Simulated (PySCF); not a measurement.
## Computed data sheet: `C=C[C@H](C)[O-]`

Compound: C₄H₇O (charge -1).
Atom-mapped SMILES: `[CH2:1]=[CH:2][C@H:3]([CH3:4])[O-:5]` (hydrogens: H6, H7 on C1; H8 on C2; H9 on C3; H10, H11, H12 on C4)

From PBE0-D3(BJ)/def2-SVP geometry optimisation, gas phase (PySCF):

```yaml
Point_group: C1
Rotational_constants_A_B_C: 8.604, 3.680, 2.901 GHz
```

From PBE0/pcSseg-1 ground state and GIAO shieldings, non-relativistic (PySCF):

```yaml
HOMO_energy: 0.31 eV
LUMO_energy: 5.28 eV
HOMO–LUMO_gap: 4.97 eV
Lowest_Hirshfeld_atomic_charge: -0.53 e on O5
Highest_Hirshfeld_atomic_charge: +0.01 e on H8
13C_chemical_shifts_computed_TMS_as_zero_by_class: 176.1 (C2), 93.9 (C1), 86.7 (C3), 35.6 (C4) ppm
1H_chemical_shifts_computed_TMS_as_zero_by_class: 5.70 (H8), 5.35 (H9), 4.37 (H6), 3.96 (H7), 0.63 (H10/H11/H12) ppm
Isotropic_shieldings_of_nuclei_other_than_C_and_H_by_class: 167 (O5) ppm
Mayer_bond_orders_between_heavy_atoms: C1–C2 1.90, C2–C3 0.92, C3–C4 0.91, C3–O5 1.45
```

**B3LYP/pcJ-1 indirect spin-spin coupling, non-relativistic, gas phase; spin–dipole term left out (PySCF)**

```yaml
Largest_of_the_computed_one-bond_spin–spin_couplings_means_over_like_bonds: 13C–1H +159.4 (C1–H6), 13C–1H +157.4 (C1–H7), 13C–1H +149.5 (C2–H8), 13C–1H +127.0 (C4–H10 and 2 like it), 13C–1H +126.2 (C3–H9), 13C–13C +72.6 (C1–C2), 13C–13C +43.5 (C2–C3), 13C–13C +35.2 (C3–C4) Hz
```

Monoisotopic mass of the ion (most abundant isotopes, electron mass counted): 71.0502 u.

The rotational constants make it an asymmetric top with κ = (2B − A − C)/(A − C) = -0.73, nearer the prolate limit (−1). With B = h/(8π²I), that is 505.379 GHz u Å² over I, the principal moments of inertia are 58.7, 137.3 and 174.2 u Å² (most abundant isotopes); the inertial defect Ic − Ia − Ib is -21.8 u Å² (zero for a rigid planar frame, negative otherwise).

One conformer (not necessarily the lowest) at the PBE0-D3(BJ)/def2-SVP geometry, without solvent or vibrations. NMR classes are plain means over equivalent atoms (diastereotopic ones count apart unless rotation or inversion swaps them), as if these changed places fast; in this geometry the members of some classes differ. The HOMO energy is positive, so at this level the finite basis confines the outermost electrons. No diffuse functions stand in pcJ-1 and pcSseg-1, which bears on an anion's orbital energies.

The values belong to the conformer `[CH2:1]=[CH:2][C@H:3]([CH3:4])[O-:5]`: C1–C2–C3–C4 -117°.
